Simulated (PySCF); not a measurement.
**Unknown compound**

The spectra below were simulated for a compound C₁₀H₈.

$^{1}$H NMR (400 MHz, computed): δ 8.47 (d, 1H), 8.47 (d, 1H), 8.16 (m, 1H), 7.89 (m, 1H), 7.65 (m, 1H), 7.65 (m, 1H), 7.37 (m, 1H), 7.37 (m, 1H).

$^{13}$C{$^{1}$H} NMR (computed): δ 144.5 (CH), 143.7 (CH), 143.7 (CH), 143.7 (CH), 143.5 (C), 143.5 (C), 127.1 (CH), 127.1 (CH), 122.5 (CH), 122.5 (CH).

One computed conformer, non-relativistic, gas phase. PBE0-D3(BJ)/def2-SVP structure; shieldings: GIAO PBE0/pcSseg-1; PySCF 2.14.

References, each an isolated molecule treated in the same way: TMS for $^{1}$H (σ = 31.27 ppm), $^{13}$C (σ = 184.41 ppm).

Q: Which of these isomers gave the spectra?
A. c1ccc2cccc-2cc1
B. C#Cc1ccccc1C=C
C. c1ccc2ccccc2c1
D. C=C1C=Cc2ccccc21
E. C1=CC1=Cc1ccccc1

A: A. 

- Rings plus π bonds: 7 (2 rings in the answer).
- 10 carbon signals for 10 carbons: no two carbons are equivalent.
- Carbon types of the structure: 2 × C, 8 × CH, which accounts for all hydrogens.
- δC 144.5, 143.7, 143.7, 143.7, 127.1, 127.1, 122.5, 122.5: aromatic CH.
- δC 143.5, 143.5: substituted aromatic carbon.
- δH 8.47, 8.47, 8.16, 7.89, 7.65, 7.65, 7.37, 7.37: hydrogen on an aromatic CH; it sits in the deshielding region of the aromatic ring current.

The others: C1=CC1=Cc1ccccc1 would give 8 carbon signals, not 10; c1ccc2ccccc2c1 would give 3 carbon signals, not 10; C#Cc1ccccc1C=C has carbons computed at 144.7, 142.6, 140.9, 133.9, 132.7, 128.0, 125.8, 121.2, 92.4, 85.1, with a different DEPT pattern; C=C1C=Cc2ccccc21 has carbons computed at 155.0, 148.0, 141.2, 139.8, 136.3, 133.8, 130.6, 125.9, 124.9, 122.7, with a different DEPT pattern.

Shifts are as computed. Against solution values, carbons near 30 ppm lie about +2 ppm off and those near 130 ppm about +5 ppm. Of 1211 compounds with measured shifts, 218 miss one by over three times the rms of a fit or turn the order of signals round; such compounds aren't used in these exercises. No couplings were computed; multiplicities are counted from neighbouring protons, with m where these are inequivalent, close in shift, in a saturated or five-membered ring or joined by F or P, and br s for small geminal =CH2 splittings.
